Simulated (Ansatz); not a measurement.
# Worked example: correlation energy of HBN⁺, triplet

Geometry: that of the HBN, doublet, kept fixed.

| atom | x (Å) | y (Å) | z (Å) |
| --- | --- | --- | --- |
| B | 0.0000 | 0.0000 | 0.0439 |
| N | 0.0000 | 0.0000 | -1.2617 |
| H | 0.0000 | 0.0000 | 1.2178 |

Basis 6-31G; Ansatz 0.2.0. Only valence electrons are correlated (noble-gas cores frozen), which leaves 8 electrons in 18 orbitals. R marks a restricted (for open shells ROHF) determinant, U an unrestricted one.

Full CI is exact within this basis and frozen core; it isn't the basis-set limit. The frozen core follows each run's orbitals, which can shift R against U totals by a few meV.

Runs differ by some tens of microhartree through their thresholds and, for an open shell, their frozen cores, so steps under 0.1 kcal/mol mean nothing.

| level | total energy (hartree) |
| --- | --- |
| UHF | -79.241523 |
| UMP2 | -79.326683 |
| UCCSD | -79.346731 |
| UCCSD(T) | -79.348875 |
| UCCSDT | -79.349508 |
| UCCSDT(Q) | -79.349625 |
| UCCSDTQ | -79.349627 |
| full CI | -79.349598 |

Task: What is the correlation energy at full CI, and what share of it do UMP2 and UCCSD(T) recover?

Result: E(corr) = -79.349598 − (-79.241523) = -0.108075 hartree = -2.941 eV. UMP2: -0.085160 / -0.108075 = 78.80 %. UCCSD(T): -0.107352 / -0.108075 = 99.33 %.

Task: By how many kcal/mol does UCCSD(T) miss full CI (1 hartree = 627.509 kcal/mol), and which steps make up the rest?

Result: -79.348875 − (-79.349598) = 0.000723 hartree = 0.45 kcal/mol. Steps: UCCSDT − UCCSD(T) = -0.40, UCCSDT(Q) − UCCSDT = -0.07, UCCSDTQ − UCCSDT(Q) = 0.00, full CI − UCCSDTQ = 0.02 kcal/mol. That is within 1 kcal/mol of the reference in this basis, which itself misses far more of the correlation at the basis-set limit.
